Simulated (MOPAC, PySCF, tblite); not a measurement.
Energy landscape of F4Si, singlet: flattening of a tetrahedron along the D2d path, bond length relaxed. Scanned: the two opposite F-Si-F angles (109.47 = tetrahedral, 180 = square planar). Other coordinates (Si-F bond length) were minimised at PBE0/def2-TZVP.

Computed with: GFN2-xTB, 300 K electronic temperature (tblite); RKS-LDA (SVWN5)/6-31G* = restricted LDA (SVWN5)/6-31G*, spherical d in PySCF 2.14.0; PM6, restricted, heats of formation (MOPAC); wB97X-V/def2-TZVP, density fitting (PySCF).

Energies relative to the lowest point of each profile, in kcal/mol; the last columns give the difference from wB97X-V:

| a / ° | GFN2-xTB | RKS-LDA (SVWN5)/6-31G* | PM6 | wB97X-V | GFN2-xTB − wB97X-V | RKS-LDA (SVWN5)/6-31G* − wB97X-V | PM6 − wB97X-V |
|---|---|---|---|---|---|---|---|
| 90 | 9.8 | 17.2 | 11.0 | 19.5 | -9.8 | -2.3 | -8.5 |
| 95 | 4.8 | 8.9 | 5.9 | 10.0 | -5.2 | -1.1 | -4.1 |
| 100 | 1.8 | 3.6 | 2.5 | 4.0 | -2.2 | -0.4 | -1.5 |
| 105 | 0.4 | 0.8 | 0.6 | 0.8 | -0.5 | -0.1 | -0.3 |
| 109.47 | 0.0 | 0.0 | 0.0 | 0.0 | 0.0 | 0.0 | 0.0 |
| 115 | 0.5 | 1.0 | 0.8 | 1.1 | -0.6 | -0.1 | -0.3 |
| 120 | 1.7 | 3.6 | 3.0 | 3.9 | -2.2 | -0.3 | -0.9 |
| 130 | 5.7 | 12.3 | 10.7 | 13.3 | -7.6 | -1.0 | -2.6 |
| 140 | 11.2 | 24.0 | 21.9 | 25.9 | -14.7 | -1.9 | -4.0 |
| 150 | 17.5 | 36.6 | 34.6 | 39.5 | -22.0 | -2.9 | -4.8 |
| 160 | 23.2 | 47.9 | 46.6 | 51.7 | -28.4 | -3.8 | -5.1 |
| 170 | 27.4 | 55.7 | 55.2 | 60.2 | -32.9 | -4.5 | -5.0 |
| 180 | 28.9 | 58.5 | 58.4 | 63.3 | -34.4 | -4.8 | -4.9 |

GFN2-xTB is furthest from wB97X-V at 180 (-34.4 kcal/mol, below); its mean absolute difference over the points is 12.4 kcal/mol.

RKS-LDA (SVWN5)/6-31G* is furthest from wB97X-V at 180 (-4.8 kcal/mol, below); its mean absolute difference over the points is 1.8 kcal/mol.

PM6 is furthest from wB97X-V at 90 (-8.5 kcal/mol, below); its mean absolute difference over the points is 3.2 kcal/mol.
